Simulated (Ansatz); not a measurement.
Basis sets over 8 cases of the deprotonation energy at MP2 with Ansatz (elements up to F), each against its own reference: (a) Hartree-Fock in aug-cc-pV5Z plus the correlation part extrapolated as X^-3 from aug-cc-pVQZ and aug-cc-pV5Z; (b) Hartree-Fock in aug-cc-pVQZ plus the correlation part extrapolated as X^-3 from aug-cc-pVTZ and aug-cc-pVQZ. By their distance from other large sets or by the extrapolation step the references are unsure by up to roughly 0.22 kcal/mol. B3LYP-D3(BJ)/def2-TZVP geometries; one conformer; electronic energies; the proton's site as shown, best or not; frozen cores; no added dispersion term; no relativity. Cartesian d functions in some cases of 6-31G*, 6-31G**. 

Cases are drawn at random; left out are references unsure by over 0.33 kcal/mol, doubtful singlets, and cases whose largest runs show a restricted determinant unstable towards unrestricted orbitals, <S^2> over 0.1 too high or, where CCSD(T) ran, T1 over 0.025 (0.045 for open shells). Sets are drawn from those converged to one state in every case.

Cases (SMILES) and reference values:
- F (HF) → [F-] + H+: 372.97 kcal/mol (a)
- C (CH4) → [CH3-] + H+: 423.75 kcal/mol (b)
- O=C(C)N → CC([NH-])=O + H+: 366.98 kcal/mol (b)
- OO (H2O2) → [O-]O + H+: 382.33 kcal/mol (b)
- C(=C)=O → [CH-]=C=O + H+: 368.22 kcal/mol (b)
- O (H2O) → [OH-] + H+: 393.24 kcal/mol (b)
- N (NH3) → [NH2-] + H+: 408.55 kcal/mol (b)
- C#C (C2H2) → [C-]#C + H+: 383.28 kcal/mol (b)

```csv
basis,"functions over def2-SVP (largest species, mean of cases)",mean signed deviation (kcal/mol),mean absolute,largest,within 1 kcal/mol
6-31G*,0.8,26.81,26.81,38.34,0 of 8
cc-pVDZ,1.0,29.18,29.18,47.79,0 of 8
def2-SVP,1.0,29.13,29.13,45.70,0 of 8
6-31G**,1.0,31.91,31.91,46.22,0 of 8
def2-TZVP,1.9,8.65,8.65,15.46,0 of 8
"6-311++G(2d,2p)",2.0,2.09,2.09,3.50,2 of 8
def2-TZVPP,2.4,10.48,10.48,17.77,0 of 8
aug-cc-pVTZ,3.7,0.06,0.19,0.55,8 of 8
aug-pcseg-2,3.7,0.78,0.78,1.38,5 of 8
def2-QZVPP,4.7,5.00,5.00,8.58,0 of 8
```

Among the sets for which every case ran a larger relative (same family, alike in diffuse functions, listed or not), the smallest listed that holds all cases within 1 kcal/mol together with them is aug-cc-pVTZ, at 3.7 times the functions of def2-SVP. Largest deviations of relatives not listed, over the cases that ran them: aug-cc-pV5Z 0.37, aug-cc-pVQZ 0.60 kcal/mol. A case lies within its reference's uncertainty of the window's edge in aug-pcseg-2. These figures hold for the cases listed.

Ansatz is a program for electronic structure.
